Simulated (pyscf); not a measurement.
Structures and frequencies: ωB97X-D3(BJ)/def2-SVP in PySCF. Correlated levels are frozen-core, on RHF or UHF. ΔMP2 is the change of the MP2 total energy from the triple- to the quadruple-zeta basis.

What is the homolytic dissociation enthalpy (298 K, CCSD(T)/def2-TZVPP + ΔMP2(QZVPP)) of the H–N bond of `[NH2][SiH]` [singlet], to [HN=SiH]• + H•?

H–N to [HN=SiH]• + H•: 94.5 kcal/mol. The radicals are drawn with the spin at the cut bond; how far it spreads was not checked. Other isomers of H₂N–SiH: [singlet], [HN=SiH]• were not searched in full and may lie lower. The CCSD(T) − MP2 part came from Ansatz, without density fitting, on the same reference. An open-shell T1 diagnostic exceeds 0.045.
